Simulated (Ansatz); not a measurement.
C5H10O can be A, `C1CCOCC1`, or B, `OC1CCCC1`.

Program: Ansatz. Geometries: PBE0-D4/def2-TZVP. ΔE: electronic, gas phase. CBS: MP2 limit from def2 TZ/QZ plus the TZ coupled-cluster correction, frozen cores. DFT in def2-TZVPP. B3LYP here is the variant with VWN-RPA as its local correlation; programs differ in this. Each species was taken in one conformer, which may not be the lowest.

A:

```xyz
16

C     1.0138   -0.6827    0.2269
C     0.5108    0.3581    1.2181
C    -0.3234    1.4027    0.4997
O    -1.3939    0.8240   -0.2115
C    -0.9438   -0.0815   -1.1934
C    -0.1515   -1.2260   -0.5890
H     1.5395   -1.4908    0.7426
H     1.7405   -0.2151   -0.4494
H    -0.1093   -0.1246    1.9811
H     1.3433    0.8451    1.7354
H    -0.7689    2.1093    1.2031
H     0.3152    1.9745   -0.1947
H    -1.8360   -0.4431   -1.7089
H    -0.3210    0.4528   -1.9307
H     0.1997   -1.8901   -1.3848
H    -0.8151   -1.8124    0.0556
```

B:

```xyz
16

O    -0.4532    0.3352   -2.0623
C     0.1598    0.8131   -0.8755
C     1.2374   -0.1475   -0.3431
C     0.5988   -0.9110    0.8369
C    -0.8745   -0.4909    0.8435
C    -0.8369    0.9232    0.2749
H    -0.8386   -0.5261   -1.8790
H     0.5764    1.7819   -1.1563
H     1.5599   -0.8070   -1.1515
H     2.1218    0.4058   -0.0189
H     0.7257   -1.9923    0.7583
H     1.0675   -0.6080    1.7771
H    -1.4674   -1.1449    0.1925
H    -1.3299   -0.5484    1.8338
H    -0.4443    1.6121    1.0313
H    -1.8025    1.3046   -0.0616
```

(1) Which isomer does CCSD(T)/CBS put lower? Give the gap. (Estimate.)

(2) Give E(B) − E(A) in kJ/mol with PBE0-D4, B3LYP, HF/def2-TZVPP, B3LYP-D4, PBE-D4, CCSD/def2-TZVPP, MP2/def2-TZVPP. (An estimate is asked.)

Largest T1 diagnostic: 0.010.

Results:

(1) Ansatz gave: B, by 16.8 kJ/mol.

(2) Ansatz gave: PBE0-D4 -14.6, B3LYP -8.5, HF/def2-TZVPP -3.1, B3LYP-D4 -8.4, PBE-D4 -14.0, CCSD/def2-TZVPP -14.1, MP2/def2-TZVPP -19.8. None reverses the order clearly.

In def2-TZVPP, CCSD(T) changes the Hartree–Fock value by −12.2 kJ/mol (the triples alone add −1.1 kJ/mol) and MP2 by −16.7 kJ/mol.
